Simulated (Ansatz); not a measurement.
# A ladder of methods for P2H4 (diphosphine)

P2H4 has 6 atoms, charge 0, and is taken as a singlet. As SMILES, `PP`. The shape is that of a PBE0-D4/def2-TZVP optimisation. This is one conformer, not always the lowest.

```xyz
6

P     0.3651   -1.0488   -0.0823
P    -0.3652    1.0491    0.0781
H    -0.4970   -1.5216    0.9450
H    -0.5721   -1.3929   -1.0949
H     0.5028    1.5246   -0.9429
H     0.5664    1.3896    1.0970
```

Each level gives the energy change with the P2–H5 bond stretched from 1.422 to 1.777 Å (eV). The values are calculated.

| level | kind | program | value (eV) | less FCI/STO-3G |
| --- | --- | --- | --- | --- |
| SVWN5/STO-3G (restricted) | LDA | Ansatz | 1.07 | 0.00 |
| BLYP/STO-3G (restricted) | GGA | Ansatz | 0.96 | -0.11 |
| revPBE/STO-3G (restricted) | GGA | Ansatz | 0.99 | -0.08 |
| BHLYP/STO-3G (restricted) | global hybrid | Ansatz | 1.34 | +0.27 |
| PBE0/STO-3G (restricted) | global hybrid | Ansatz | 1.20 | +0.13 |
| HSE06/STO-3G (restricted) | range-separated hybrid | Ansatz | 1.19 | +0.12 |
| CCSD/STO-3G (restricted) | coupled cluster or CI | Ansatz | 1.07 | 0.00 |
| FCI/STO-3G | exact in the basis | Ansatz | 1.07 | 0.00 |

FCI/STO-3G is exact within its basis and frozen core, so for wave-function methods in that basis the difference is their error; functionals converge differently with the basis, so for them it is only a difference. The first shape isn't each level's own minimum. The values span 0.96 to 1.34 eV. All rows use very small basis sets, so even the best lies far from the true value.
